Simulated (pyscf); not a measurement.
Structures and frequencies: ωB97X-D3(BJ)/def2-SVP in PySCF.

Problem. ethylene (H₂C=CH₂) + Zn [singlet] + water (H₂O) → H₃C–CH₂–Zn–OH
Surface: singlet. Broken: H–O. Formed: C–H, C–Zn, O–Zn. Give ΔE‡ and ΔE from r²SCAN/def2-TZVP, relative to the separated reactants.

Solution. ΔE‡ = 1.03 eV, ΔE = -1.69 eV. ωB97M-D3(BJ)/def2-TZVP gives 1.76 eV and -1.35 eV. Zero-point energy shifts the barrier by -0.01 eV. It is a multi-bond step, with an imaginary mode of 1629i cm⁻¹. On the reactant side the descent ends in a complex (not fully relaxed), 0.19 eV under the separated species and 1.75 eV under the saddle at ωB97X-D3(BJ)/def2-TZVP. At ωB97X-D3(BJ)/def2-TZVP the barrier from the zero used here is 1.57 eV. This is the saddle that the search found; another between the same sides may lie lower. A restricted solution here is unstable towards spin polarisation, so biradical character is likely and single-reference numbers are less safe. Elements up to Kr have no core potential and no relativistic terms here.
